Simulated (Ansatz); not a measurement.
# BFH6Si: the cost of one run

Program: Ansatz 0.2.0, Gaussian basis. Level of theory: PBE0-D4/def2-SVP. These are calculated values, not measurements.

22 further runs of the same task are left out: 22 set aside as unsound or not needed.

**1. Starting geometry**

The first end: 9 atoms, charge 0, spin multiplicity 1.

Atoms are counted from 1 here; the program's logs count them from 0.

Bond lengths: B1–F2 1.319 Å, B1–H3 1.198 Å, B1–H4 1.198 Å, H5–Si6 1.490 Å, Si6–H7 1.483 Å, Si6–H8 1.484 Å, Si6–H9 1.483 Å. Angles: F2–B1–H3 118.0°, F2–B1–H4 118.0°, H3–B1–H4 124.0°, H5–Si6–H7 108.7°, H5–Si6–H8 108.7°, H5–Si6–H9 109.1°, H7–Si6–H8 110.1°, H7–Si6–H9 110.1°, H8–Si6–H9 110.1°.

As a file:

```xyz
9
charge 0, multiplicity 1
B    -0.4834   -0.6089   -1.7288
F    -1.5527   -1.3809   -1.7479
H     0.5872   -1.1344   -1.6149
H    -0.6379    0.5692   -1.8825
H    -0.5744   -0.2980    0.6530
Si    0.4249    0.5168    1.3990
H     1.1152   -0.3562    2.3798
H    -0.2846    1.6131    2.1030
H     1.4058    1.0792    0.4392
```

The second end:

```xyz
9
charge 0, multiplicity 1
B     0.18937   -0.27151   -1.07902
F    -1.66288   -0.63519   -0.62421
H     0.49335   -1.38613   -1.38042
H    -0.02021    0.51692   -1.95082
H    -1.61049   -0.35453    0.27433
Si    0.64793    0.40642    0.77190
H     1.62063   -0.39471    1.56184
H    -0.66730    0.27472    1.53284
H     1.00960    1.84391    0.89354
```

**2. The band at PBE0-D4/def2-SVP**

neb/in.yaml

```yaml
crystal:
  periodic: [false, false, false]
  atoms:
    - {symbol: B, position_ang: [-0.483445, -0.608886, -1.728842]}
    - {symbol: F, position_ang: [-1.552704, -1.380921, -1.747883]}
    - {symbol: H, position_ang: [0.587244, -1.134410, -1.614864]}
    - {symbol: H, position_ang: [-0.637948, 0.569233, -1.882463]}
    - {symbol: H, position_ang: [-0.574437, -0.298029, 0.653029]}
    - {symbol: Si, position_ang: [0.424881, 0.516831, 1.399020]}
    - {symbol: H, position_ang: [1.115195, -0.356231, 2.379808]}
    - {symbol: H, position_ang: [-0.284574, 1.613117, 2.103023]}
    - {symbol: H, position_ang: [1.405790, 1.079195, 0.439173]}
basis:
  gaussian: {orbitals: def2-SVP}
hamiltonian: {xc: pbe0, dispersion: d4}
neb:
  images: 5
  climbing: true
  max_iterations: 40
  initial_path: idpp
  final_atoms:
    - {symbol: B, position_ang: [0.189366, -0.271508, -1.079017]}
    - {symbol: F, position_ang: [-1.662882, -0.635188, -0.624208]}
    - {symbol: H, position_ang: [0.493355, -1.386131, -1.380418]}
    - {symbol: H, position_ang: [-0.020208, 0.516921, -1.950819]}
    - {symbol: H, position_ang: [-1.610490, -0.354532, 0.274333]}
    - {symbol: Si, position_ang: [0.647928, 0.406424, 0.771904]}
    - {symbol: H, position_ang: [1.620632, -0.394715, 1.561845]}
    - {symbol: H, position_ang: [-0.667299, 0.274717, 1.532838]}
    - {symbol: H, position_ang: [1.009596, 1.843913, 0.893542]}
```

Command:

```bash
> ansatz run in.yaml --threads 2 --pin off --events-out ev --progress --plain --max-ram 4352MiB
```

**Question.** How long does this run take on 2 threads of Arm Neoverse V1, shared host?

About 4.4 min.
